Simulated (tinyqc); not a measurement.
Worked calculation: extended Hueckel theory, for CH2. Computed by tinyqc, a small Python program that keeps every step (integrals from PySCF). Settings: charge = 0, K = 1.5, multiplicity = 1. Command: `OMP_NUM_THREADS=1 python tinyqc.py 31619 31620 out.jsonl` (the two numbers bound the seeds that draw the settings). One thread of a shared host (Intel(R) Xeon(R) Processor @ 2.60GHz), about 0.01 s of CPU time with the checks.

## Overlaps

Geometry (angstrom):
```
atom,x,y,z
C,0.0000,0.0000,0.0000
H,0.0000,0.9370,0.4700
H,0.0000,-0.9370,0.4700
```

Parameters chosen for this run:
```
element,shell,Slater exponent,H_ii (eV)
H,1s,1.3000,-13.6000
C,2s,1.6250,-21.4000
C,2p,1.6250,-11.4000
```

Slater orbitals, each expanded in six Gaussians scaled to its exponent.

overlap S, lower triangle:
```
,1C 2s,1C 2px,1C 2py,1C 2pz,2H 1s,3H 1s
1C 2s,1.0000
1C 2px,0.0000,1.0000
1C 2py,0.0000,0.0000,1.0000
1C 2pz,0.0000,0.0000,0.0000,1.0000
2H 1s,0.5160,0.0000,0.4516,0.2265,1.0000
3H 1s,0.5160,0.0000,-0.4516,0.2265,0.1269,1.0000
```

## Wolfsberg-Helmholz matrix

diagonal H_ii (eV): 1C 2s -21.4000, 1C 2px -11.4000, 1C 2py -11.4000, 1C 2pz -11.4000, 2H 1s -13.6000, 3H 1s -13.6000

K = 1.5000

H_ij = K' S_ij (H_ii + H_jj)/2 for i != j (the diagonal keeps H_ii), with K' = 1.5.

H (eV), lower triangle:
```
,1C 2s,1C 2px,1C 2py,1C 2pz,2H 1s,3H 1s
1C 2s,-21.4000
1C 2px,0.0000,-11.4000
1C 2py,0.0000,0.0000,-11.4000
1C 2pz,0.0000,0.0000,0.0000,-11.4000
2H 1s,-13.5443,0.0000,-8.4683,-4.2477,-13.6000
3H 1s,-13.5443,0.0000,8.4683,-4.2477,-2.5879,-13.6000
```

## Orbitals

valence electrons = 6

Solve H C = S C e through S^(-1/2); fill by pairs from the bottom, a degenerate level sharing its electrons equally; each orbital has its largest coefficient positive (the first on a tie).

orbital energies (eV): -22.3262  -14.7839  -11.9412  -11.4000  2.6006  7.6707

occupations: 2.0000  2.0000  2.0000  0.0000  0.0000  0.0000

coefficients:
```
,MO1,MO2,MO3,MO4,MO5,MO6
1C 2s,0.7945,0.0000,-0.2495,0.0000,0.0000,1.1787
1C 2px,0.0000,0.0000,0.0000,1.0000,0.0000,0.0000
1C 2py,0.0000,0.4842,0.0000,0.0000,1.2816,0.0000
1C 2pz,-0.0270,0.0000,0.9113,0.0000,0.0000,0.6144
2H 1s,0.1817,0.4574,0.1599,0.0000,-0.9304,-0.9789
3H 1s,0.1817,-0.4574,0.1599,0.0000,0.9304,-0.9789
```

sum of one-electron energies = -98.1026 eV

## Mulliken analysis

P = C n C^T; charge = valence electrons (H 1, C 4) minus the sum of (P S)_ii on the atom; overlap population = 2 sum P_ij S_ij between two atoms.

charges: 1C -0.2618, 2H 0.1309, 3H 0.1309

Overlap populations:
```
pair,value
2-1,0.743408
3-1,0.743408
3-2,-0.076436
```
